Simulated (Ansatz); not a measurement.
Input file:

```yaml
crystal:
  periodic: [false, false, false]
  atoms:
    - {symbol: Li, position_ang: [0.000000, 0.000000, 0.000000]}
    - {symbol: Li, position_ang: [0.000000, 0.000000, 5.160000]}
basis:
  gaussian: {orbitals: aug-cc-pVTZ}
total_charge: -1
magnetization: {spin_polarized: false, initial_magnetization: 3}
correlation: {method: fci, electrons: outside_noble_gas}
```

```sh
$ ansatz run in.yaml --threads 1 --pin off --events-out ev --progress --plain --max-ram 2393MiB
```

Question: Roughly how long does this take on 1 thread of Arm Neoverse V1, shared host, and how much host memory?

Answer: 31 s wall and 0.61 GiB.

```
925 factors; integrals over basis functions are off by at most 1.2e-7 eV
mean field evaluation 1: about -403.4528 eV, gradient 2.9e0 eV
mean field evaluation 2: about -403.4524 eV, gradient 2.9e0 eV
mean field evaluation 4: about -404.2961 eV, gradient 5.2e-1 eV
mean field evaluation 8: about -404.3877 eV, gradient 5.0e-1 eV
mean field evaluation 16: about -404.5052 eV, gradient 5.0e-4 eV
mean field evaluation 32: about -403.4789 eV, gradient 2.4e0 eV
mean field evaluation 64: about -404.5052 eV, gradient 2.1e-6 eV
mean field evaluation 96: about -404.3489 eV, gradient 7.0e-1 eV
mean field evaluation 128: about -403.9997 eV, gradient 3.4e-1 eV
mean field evaluation 160: about -404.5037 eV, gradient 1.7e-1 eV
mean field evaluation 192: about -404.4565 eV, gradient 2.3e-1 eV
mean field evaluation 224: about -403.9692 eV, gradient 3.3e-1 eV
mean field evaluation 256: about -404.4967 eV, gradient 4.1e-1 eV
mean field evaluation 288: about -404.3774 eV, gradient 3.8e-1 eV
mean field evaluation 320: about -404.5052 eV, gradient 2.6e-6 eV
mean field -404.50519924 eV, -14.8652918887 hartree, gradient 2.6e-6 eV, S^2 3.750000; 23 other end points of the search recorded, 0 dependent functions left out
mean field evaluation 352: about -404.5051 eV, gradient 8.1e-2 eV
mean field evaluation 384: about -403.9765 eV, gradient 1.7e-2 eV
mean field evaluation 416: about -404.3235 eV, gradient 1.4e0 eV
mean field evaluation 448: about -403.9502 eV, gradient 2.9e-4 eV
mean field evaluation 480: about -404.1621 eV, gradient 6.4e-1 eV
mean field evaluation 512: about -404.3596 eV, gradient 5.6e-4 eV
determinant -404.50519924 eV, -14.8652918887 hartree, with singles and doubles -404.71068494 eV, -14.8728433488 hartree
determinant -404.35870120 eV, -14.8599081849 hartree, with singles and doubles -404.62927936 eV, -14.8698517488 hartree
determinant -403.99036811 eV, -14.8463721934 hartree, with singles and doubles -404.14463852 eV, -14.8520415266 hartree
determinant -403.94919352 eV, -14.8448590554 hartree, with singles and doubles -404.17264929 eV, -14.8530709032 hartree
determinant -404.50519924 eV, -14.8652918887 hartree, with singles and doubles -404.71593713 eV, -14.8730363632 hartree
determinant -404.35870120 eV, -14.8599081849 hartree, with singles and doubles -404.63031192 eV, -14.8698896947 hartree
determinant -403.99036811 eV, -14.8463721934 hartree, with singles and doubles -404.15213032 eV, -14.8523168450 hartree
determinant -403.94919352 eV, -14.8448590554 hartree, with singles and doubles -404.18808246 eV, -14.8536380618 hartree
determinant -404.50519924 eV, -14.8652918887 hartree, with singles and doubles -404.71724959 eV, -14.8730845953 hartree
determinant -404.35870120 eV, -14.8599081849 hartree, with singles and doubles -404.63085981 eV, -14.8699098294 hartree
determinant -403.94919352 eV, -14.8448590554 hartree, with singles and doubles -404.19033648 eV, -14.8537208956 hartree
2 core orbitals not correlated: weight in the atoms' cores, before any rotation towards them, 1.000 or more for the frozen orbitals, at most 0.000 for the correlated occupied ones
reference -404.50519924 eV, -14.8652918887 hartree; 3, 0 occupied and 87, 90 virtual orbitals, 925 factors
state -404.72116361 eV, -14.8732284328 hartree
Total energy: -404.72116361 eV, -14.8732284328 hartree
```

Natural occupations: 0.9858 0.9708 0.9597 0.0213 0.0188 0.0076 0.0076 0.0055 0.0055 0.0051 0.0034 0.0034 0.0023 0.0012 0.0012 0.0003 0.0001 0.0001 0.0001 0.0001 0.0000 0.0000 0.0000 0.0000.
